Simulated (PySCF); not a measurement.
C$_{2}$H$_{6}$S, triplet, geometry from GFN2-xTB of the parent state (a higher spin typed on purpose: for a closed-shell molecule this is an excited state); MP2/6-31G** run with PySCF.

The PySCF input:
```python
from pyscf import gto, scf, mp

mol = gto.M(
    atom='''
C    -0.007850    1.377404   -0.513607
S     0.002549   -0.002333    0.664816
C     0.003874   -1.373765   -0.523307
H    -0.009534    2.291986    0.069400
H     0.883687    1.332437   -1.133295
H    -0.903678    1.324796   -1.126468
H     0.010004   -2.292417    0.053236
H    -0.892387   -1.324474   -1.135809
H     0.894977   -1.316832   -1.142635
''',
    basis='6-31g**',
    charge=0,
    spin=2,
    verbose=5,
)

mf = scf.UHF(mol)
mf.kernel()

pt = mp.MP2(mf)
pt.kernel()
print('E(MP2) = %.10f' % pt.e_tot)
```

The log (banner, timings and long lists left out):

```
PySCF version 2.14.0

[INPUT] verbose = 5
[INPUT] max_memory = 4000
[INPUT] num. atoms = 9
[INPUT] num. electrons = 34
[INPUT] charge = 0
[INPUT] spin (= nelec alpha-beta = 2S) = 2
[INPUT] symmetry False subgroup None
[INPUT] Mole.unit = angstrom
[INPUT] Symbol           X                Y                Z      unit          X                Y                Z       unit  Magmom
[...]
[INPUT] ---------------- BASIS SET ----------------
[INPUT] l, kappa, [nprim/nctr], expnt,             c_1 c_2 ...
[INPUT] S
[...]
                                3301.49           0.01423
                                754.146           0.069696
                                212.711           0.238487
                                67.9896           0.483307
                                23.0515           0.338074
[...]
                                100.71            -0.031693
                                32.1599           -0.113317
                                11.8079           0.05609
                                4.6311            0.592255
                                1.87025           0.455006
[...]
                                0.922167          0.066957
                                0.341287          1.05451
[...]
                                100.71            0.030681
                                32.1599           0.130452
                                11.8079           0.327205
                                4.6311            0.452851
                                1.87025           0.256042
[...]
                                0.922167          0.310263
                                0.341287          0.754483
[...]
[INPUT] H
[...]
                                2.8253937         0.23472695
                                0.6401217         0.81375733
[...]
[INPUT] C
[...]
                                457.36951         0.0140373
                                103.94869         0.0688426
                                29.210155         0.2321844
                                9.286663          0.4679413
                                3.163927          0.362312
[...]
                                1.8812885         -0.1608542
                                0.5442493         1.1434564
[...]
                                1.8812885         0.316424
                                0.5442493         0.7443083
[...]
nuclear repulsion = 110.920624746091
number of shells = 38
number of NR pGTOs = 147
number of NR cGTOs = 76
basis = 6-31g**
ecp = {}

******** <class 'pyscf.scf.uhf.UHF'> ********
method = UHF
initial guess = minao
damping factor = 0
level_shift factor = 0
DIIS = <class 'pyscf.scf.diis.CDIIS'>
diis_start_cycle = 1
diis_space = 8
diis_damp = 0
SCF conv_tol = 1e-09
SCF conv_tol_grad = None
SCF max_cycles = 50
direct_scf = True
direct_scf_tol = 1e-13
number electrons alpha = 18  beta = 16
Set gradient conv threshold to 3.16228e-05
E1 = -874.0436834859764  E2 = 286.20878109380624  Ecoul = 323.77136868267127  Exc = -37.56258758886503
init E= -476.914277646079
cond(S) = 360.01011578515244

  alpha mo_energy =
[-9.19846730e+01 -1.13293807e+01 -1.13290535e+01 -9.01362807e+00
 -6.68753240e+00 -6.68689433e+00 -6.68516533e+00 -1.39937326e+00
 -1.21214958e+00 -8.53296018e-01 -5.54483389e-01 -5.46157275e-01
 -5.15684430e-01 -4.66854584e-01 -4.00292895e-01 -3.64834444e-01
 -2.48782251e-01  8.51426663e-02  1.41881965e-01  1.74780395e-01
  2.25285493e-01  2.45473946e-01  2.58676493e-01  2.75805216e-01
  2.90198981e-01  5.02775936e-01  5.27927192e-01  5.28120897e-01
  5.32273582e-01  6.22117891e-01  6.82023439e-01  7.29884268e-01
  7.62883452e-01  7.67832409e-01  9.30725434e-01  1.00549727e+00
  1.01456856e+00  1.04299765e+00  1.05657735e+00  1.07604678e+00
  1.08718248e+00  1.09622662e+00  1.10368225e+00  1.12034634e+00
  1.15950770e+00  1.24343720e+00  1.43111155e+00  1.52974497e+00
  1.67314399e+00  1.68635916e+00  1.70780109e+00  1.73562034e+00
  2.27481416e+00  2.27905757e+00  2.28074471e+00  2.30449613e+00
  2.31534863e+00  2.32196457e+00  2.34685925e+00  2.39424579e+00
  2.60831802e+00  2.62589404e+00  2.62782275e+00  2.62847506e+00
  2.87696371e+00  2.89479653e+00  3.08613431e+00  3.09269542e+00
  3.10786891e+00  3.12838806e+00  3.47329961e+00  3.50846658e+00
  3.71156232e+00  3.72793065e+00  3.73469452e+00  3.74909936e+00]
  beta  mo_energy =
[-9.19846730e+01 -1.13293807e+01 -1.13290535e+01 -9.01362807e+00
 -6.68753240e+00 -6.68689433e+00 -6.68516533e+00 -1.39937326e+00
 -1.21214958e+00 -8.53296018e-01 -5.54483389e-01 -5.46157275e-01
 -5.15684430e-01 -4.66854584e-01 -4.00292895e-01 -3.64834444e-01
 -2.48782251e-01  8.51426663e-02  1.41881965e-01  1.74780395e-01
  2.25285493e-01  2.45473946e-01  2.58676493e-01  2.75805216e-01
  2.90198981e-01  5.02775936e-01  5.27927192e-01  5.28120897e-01
  5.32273582e-01  6.22117891e-01  6.82023439e-01  7.29884268e-01
  7.62883452e-01  7.67832409e-01  9.30725434e-01  1.00549727e+00
  1.01456856e+00  1.04299765e+00  1.05657735e+00  1.07604678e+00
  1.08718248e+00  1.09622662e+00  1.10368225e+00  1.12034634e+00
  1.15950770e+00  1.24343720e+00  1.43111155e+00  1.52974497e+00
  1.67314399e+00  1.68635916e+00  1.70780109e+00  1.73562034e+00
  2.27481416e+00  2.27905757e+00  2.28074471e+00  2.30449613e+00
  2.31534863e+00  2.32196457e+00  2.34685925e+00  2.39424579e+00
  2.60831802e+00  2.62589404e+00  2.62782275e+00  2.62847506e+00
  2.87696371e+00  2.89479653e+00  3.08613431e+00  3.09269542e+00
  3.10786891e+00  3.12838806e+00  3.47329961e+00  3.50846658e+00
  3.71156232e+00  3.72793065e+00  3.73469452e+00  3.74909936e+00]
multiplicity <S^2> = 2  2S+1 = 3
E1 = -874.174981780428  E2 = 286.76849277300164  Ecoul = 324.15306628496563  Exc = -37.38457351196399
cycle= 1 E= -476.485864261335  delta_E= 0.428  |g|= 0.229  |ddm|= 4.13
  alpha mo_energy =
[-92.01344416 -11.30135423 -11.30132156  -9.01772416  -6.70978546
  -6.69941479  -6.69423347  -1.13601457  -1.01128653  -0.87248046
[...]
  2.66505383e+00  2.68543164e+00  2.68650899e+00  2.68653279e+00
  2.93186216e+00  2.94912961e+00  3.14759713e+00  3.15439345e+00
  3.16944996e+00  3.18677282e+00  3.54133055e+00  3.57580783e+00
  3.78032960e+00  3.79951819e+00  3.80305790e+00  3.82048829e+00]
multiplicity <S^2> = 2.0172715  2S+1 = 3.0114924
E1 = -875.1248046055506  E2 = 287.6549961482193  Ecoul = 325.2347504173154  Exc = -37.5797542690961
cycle= 11 E= -476.54918371124  delta_E= -1.99e-09  |g|= 9.64e-06  |ddm|= 0.000208
  alpha mo_energy =
[-92.00087719 -11.22889158 -11.22885856  -9.00711905  -6.70355042
  -6.68978647  -6.68135071  -1.11074004  -0.96540722  -0.84901439
  -0.62735876  -0.60770385  -0.59897373  -0.57136611  -0.51976924
  -0.48410445  -0.43382252  -0.12179941   0.19662549   0.23258932
   0.27627916   0.28050947   0.31350872   0.31467868   0.3316656
   0.50827371   0.51357222   0.54305215   0.54410247   0.64322785
   0.6946149    0.73955389   0.77860188   0.79863585   0.96281214
   1.03500735   1.04502992   1.06143426   1.097436     1.10756096
   1.12286071   1.15322339   1.1640815    1.18232376   1.19562933
   1.28248106   1.45313326   1.56474064   1.71651241   1.7390637
   1.7529687    1.78703328   2.32239355   2.32846036   2.33153581
   2.36058145   2.36962061   2.38091023   2.40615721   2.44856144
   2.65625016   2.6765886    2.67734287   2.68015421   2.92742154
   2.9437892    3.14285877   3.14883773   3.16480395   3.18215287
   3.53725418   3.57147142   3.77505208   3.79527247   3.7975877
   3.81616241]
  beta  mo_energy =
[-9.19891986e+01 -1.12197440e+01 -1.12197249e+01 -8.99447147e+00
 -6.67830054e+00 -6.67016421e+00 -6.66174636e+00 -1.04191777e+00
 -9.38458645e-01 -7.75094912e-01 -5.94078109e-01 -5.87388769e-01
 -5.62794450e-01 -5.54764749e-01 -4.78466844e-01 -4.17996238e-01
  2.28319945e-02  2.21369275e-01  2.26717342e-01  2.67064822e-01
  2.88273571e-01  2.91205943e-01  3.31891690e-01  3.32289092e-01
  3.43292507e-01  5.56801225e-01  5.61441686e-01  5.74781864e-01
  5.97257412e-01  6.55115293e-01  7.25280335e-01  7.71813110e-01
  8.27872040e-01  8.33421787e-01  9.72600050e-01  1.06818105e+00
  1.07470086e+00  1.11764224e+00  1.13912000e+00  1.14270957e+00
  1.15215167e+00  1.16735551e+00  1.17727259e+00  1.19607448e+00
  1.24278004e+00  1.32814122e+00  1.47591552e+00  1.57540085e+00
  1.73559951e+00  1.75021669e+00  1.76910251e+00  1.80010500e+00
  2.32578710e+00  2.33076257e+00  2.34840983e+00  2.36669839e+00
  2.37629801e+00  2.38604076e+00  2.41333962e+00  2.46347519e+00
  2.66505315e+00  2.68543103e+00  2.68650826e+00  2.68653217e+00
  2.93186157e+00  2.94912900e+00  3.14759664e+00  3.15439288e+00
  3.16944946e+00  3.18677224e+00  3.54132999e+00  3.57580722e+00
  3.78032881e+00  3.79951794e+00  3.80305712e+00  3.82048799e+00]
multiplicity <S^2> = 2.017273  2S+1 = 3.0114933
E1 = -875.1248072511704  E2 = 287.6549987936363  Ecoul = 325.2347528649443  Exc = -37.579754071308
cycle= 12 E= -476.549183711443  delta_E= -2.03e-10  |g|= 3.06e-06  |ddm|= 9.94e-05
  alpha mo_energy =
[-92.00087636 -11.22889285 -11.22885982  -9.00711849  -6.70354983
  -6.68978587  -6.68135008  -1.11074026  -0.96540775  -0.84901451
  -0.62735902  -0.60770426  -0.59897404  -0.57136645  -0.51976954
  -0.48410438  -0.43382246  -0.12179931   0.19662528   0.23258905
   0.27627886   0.28050911   0.31350848   0.31467829   0.33166522
   0.5082738    0.51357235   0.54305209   0.54410252   0.64322741
   0.69461471   0.73955378   0.7786017    0.79863553   0.96281169
   1.03500725   1.04502992   1.06143434   1.09743584   1.10756056
   1.12286035   1.15322288   1.1640812    1.18232341   1.19562895
   1.2824809    1.45313306   1.5647403    1.71651186   1.73906311
   1.75296815   1.78703279   2.32239308   2.32845994   2.33153527
   2.36058094   2.36962007   2.38090973   2.40615671   2.44856095
   2.65624965   2.67658808   2.67734239   2.68015378   2.92742108
   2.94378871   3.14285827   3.14883717   3.16480345   3.18215232
   3.53725365   3.57147089   3.77505146   3.7952719    3.79758708
   3.81616183]
  beta  mo_energy =
[-9.19891979e+01 -1.12197452e+01 -1.12197261e+01 -8.99447095e+00
 -6.67830005e+00 -6.67016372e+00 -6.66174586e+00 -1.04191814e+00
 -9.38459109e-01 -7.75095207e-01 -5.94078652e-01 -5.87389366e-01
 -5.62795026e-01 -5.54765378e-01 -4.78467349e-01 -4.17996475e-01
  2.28319913e-02  2.21369249e-01  2.26717157e-01  2.67064706e-01
  2.88273374e-01  2.91205745e-01  3.31891423e-01  3.32288891e-01
  3.43292287e-01  5.56801220e-01  5.61441584e-01  5.74781706e-01
  5.97257514e-01  6.55114924e-01  7.25279870e-01  7.71812743e-01
  8.27871771e-01  8.33421426e-01  9.72599652e-01  1.06818082e+00
  1.07470051e+00  1.11764165e+00  1.13911955e+00  1.14270948e+00
  1.15215140e+00  1.16735504e+00  1.17727202e+00  1.19607402e+00
  1.24277985e+00  1.32814095e+00  1.47591531e+00  1.57540045e+00
  1.73559895e+00  1.75021613e+00  1.76910195e+00  1.80010449e+00
  2.32578660e+00  2.33076207e+00  2.34840929e+00  2.36669783e+00
  2.37629746e+00  2.38604017e+00  2.41333902e+00  2.46347467e+00
  2.66505264e+00  2.68543051e+00  2.68650775e+00  2.68653162e+00
  2.93186106e+00  2.94912851e+00  3.14759607e+00  3.15439236e+00
  3.16944889e+00  3.18677173e+00  3.54132938e+00  3.57580661e+00
  3.78032815e+00  3.79951729e+00  3.80305646e+00  3.82048733e+00]
multiplicity <S^2> = 2.0172733  2S+1 = 3.0114935
E1 = -875.1248086266226  E2 = 287.65500016907566  Ecoul = 325.2347542869248  Exc = -37.57975411784912
Extra cycle  E= -476.549183711456  delta_E= -1.27e-11  |g|= 1.76e-06  |ddm|= 1.11e-05
converged SCF energy = -476.549183711456  <S^2> = 2.0172733  2S+1 = 3.0114935

******** <class 'pyscf.mp.ump2.UMP2'> ********
nocc = (np.int64(18), np.int64(16)), nmo = (76, 76)
transform (ia|jb) incore
E(UMP2) = -476.97088231603  E_corr = -0.421698604574176
E(SCS-UMP2) = -476.972548216953  E_corr = -0.42336450549736
E_corr(same-spin) = -0.0953928692211352
E_corr(oppo-spin) = -0.32630573535304
E(MP2) = -476.9708823160
```
